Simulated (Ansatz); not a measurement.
# SiNH2 (quartet): wave-function methods side by side, def2-QZVPP

The task here is to estimate one member of a computed series from the others.

Program: Ansatz 0.2.0, Gaussian basis. Level of theory: def2-QZVPP, core rule «outside noble gas», up to 6 orbitals frozen. These are calculated values, not measurements.

Plan: UHF; ROHF; CCSD(T) on UHF.

## What is computed

The geometry is a PBE0/def2-TZVP stationary point (not a proven minimum).

4 atoms, charge 0, spin multiplicity 4.

Atoms are counted from 1 here; the program's logs count them from 0.

Bond lengths: Si1–N2 1.726 Å, N2–H3 1.004 Å, N2–H4 1.004 Å. Angles: Si1–N2–H3 121.8°, Si1–N2–H4 121.8°, H3–N2–H4 116.4°.

Set-up of the first run:

in.yaml

```yaml
crystal:
  periodic: [false, false, false]
  atoms:
    - {symbol: Si, position_ang: [0.000000, 0.000000, 0.651167]}
    - {symbol: N, position_ang: [0.000000, 0.000000, -1.074836]}
    - {symbol: H, position_ang: [0.000000, -0.852806, -1.603987]}
    - {symbol: H, position_ang: [0.000000, 0.852806, -1.603987]}
basis:
  gaussian: {orbitals: "def2-QZVPP.json"}
magnetization: {spin_polarized: true, initial_magnetization: 3}
hamiltonian: {xc: hf}
output: {orbitals: {seedname: orbitals}}
```

On the command line:

```sh
$ ansatz run in.yaml --threads 1 --pin off --events-out ev --progress --plain --max-ram 2393MiB
```

Steps of the session up to this table: UHF; ROHF; CCSD(T) on UHF.

One table of the session follows, with a row left open; its other results are not shown here.

| method | from UCCSD(T) (meV) |
| --- | --- |
| ROHF | +8542.6 |
| UHF | ? |
| UMP2 | +728.5 |
| UCCSD | +341.1 |
| UCCSD(T) | 0 |

**Question.** Estimate the row for UHF.

As computed: from UCCSD(T) (meV): +8502.4. In the column «from UCCSD(T) (meV)» it lies between UMP2 (+728.5) and ROHF (+8542.6).
